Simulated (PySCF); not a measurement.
Compound: N-methylformamide, C2H5NO.
Geometry (GFN2-xTB, Å), atoms numbered from 1 in this order:
```
atom  x, y, z in Å
C1    -1.100   -0.141   -0.003
N2     0.179    0.526   -0.059
C3     1.342   -0.143    0.033
O4     1.456   -1.335    0.167
H5    -1.689    0.221    0.841
H6    -0.905   -1.205    0.120
H7    -1.661    0.019   -0.926
H8     0.180    1.526   -0.169
H9     2.212    0.538   -0.030
```

Level of theory: PBE0/pcSseg-1 in PySCF (dipole) on a GFN2-xTB geometry, gas phase.

Take the most abundant isotopes and a rigid rotor. The values belong to one conformer with, in the numbering `[CH3:1][NH:2][CH:3]=[O:4]`, C1–N2–C3–O4 0°.

Question: What are A, B and C (MHz)?

Answer: Ia = 25.13, Ib = 80.80, Ic = 102.73 u·Å²; 505379 MHz·u·Å²/I gives A = 20114, B = 6255, C = 4919 MHz.

Question: Classify the top.

Answer: An asymmetric top: κ = (2 × 6255 − 20114 − 4919)/(20114 − 4919) = -0.82.

Question: Is it planar, by Δ = Ic − Ia − Ib?

Answer: Not planar: Δ = Ic − Ia − Ib = -3.19 u·Å². For a rigid frame Δ = −2 Σ m c², so Σ m c² = 1.59 u·Å² lies off the ab plane, practically all of it from hydrogen. The atom farthest from that plane is 0.89 Å away.

Question: Which lines would a microwave search look for?

Answer: The dipole components are |μa| = 3.16 D, |μb| = 2.44 D, |μc| = 0.00 D; the mirror of this Cs structure is the ab plane, so μc vanishes by symmetry and there are no c-type lines. The squared components, which scale the intensities, stand as 1.00 : 0.59 (a : b). Some lines, for components of 0.1 D or more:

| type | branch | J(Ka,Kc) | MHz | lower level (cm⁻¹) |
| --- | --- | --- | --- | --- |
| a | Q | 3(2,1) ← 3(2,2) | 457 | 4.175 |
| a | Q | 1(1,0) ← 1(1,1) | 1336 | 0.835 |
| a | Q | 2(1,1) ← 2(1,2) | 4007 | 1.536 |
| b | R | 2(0,2) ← 1(1,1) | 8398 | 0.835 |
| b | Q | 2(1,1) ← 2(0,2) | 16622 | 1.115 |
| a | R | 2(1,2) ← 1(1,1) | 21013 | 0.835 |
| b | Q | 4(1,3) ← 4(0,4) | 22300 | 3.682 |
| a | R | 3(1,3) ← 2(1,2) | 31464 | 1.536 |
| a | R | 3(2,1) ← 2(2,0) | 33888 | 3.060 |
| b | R | 2(1,2) ← 1(0,1) | 34872 | 0.373 |
| b | Q | 3(2,1) ← 3(1,2) | 40090 | 2.853 |
| b | R | 3(1,3) ← 2(0,2) | 44079 | 1.115 |
| b | Q | 2(2,1) ← 2(1,2) | 45584 | 1.536 |
| a | R | 4(1,3) ← 3(1,2) | 47172 | 2.853 |
| b | Q | 3(2,2) ← 3(1,3) | 47643 | 2.585 |
| b | R | 4(1,4) ← 3(0,3) | 52775 | 2.221 |
| b | R | 2(2,0) ← 1(1,1) | 66689 | 0.835 |
| b | Q | 3(3,0) ← 3(2,1) | 72237 | 4.190 |
| b | Q | 4(4,0) ← 4(3,1) | 101504 | 8.097 |
| b | Q | 4(4,1) ← 4(3,2) | 101532 | 8.096 |
| b | R | 4(3,1) ← 3(2,2) | 117587 | 4.175 |
| b | R | 4(4,1) ← 3(3,0) | 146397 | 6.599 |
| b | R | 4(4,0) ← 3(3,1) | 146401 | 6.599 |

Question: Estimate the classical rotational partition function at 25 K, 50 K and 100 K.

Answer: Point group Cs, symmetry number σ = 1; q = (√π/σ)·√((kT/h)³/(ABC)), k/h = 20836.6 MHz/K: 847 at 25 K, 2400 at 50 K, 6780 at 100 K.

GFN2-xTB frequencies: not computed here. These are rigid-rotor constants of the computed structure; measured ground-state constants (B0) also hold zero-point vibration. A rigid rotor knows nothing of internal rotation, which can split or shift real lines. Quadrupole hyperfine structure (14N) is left out.
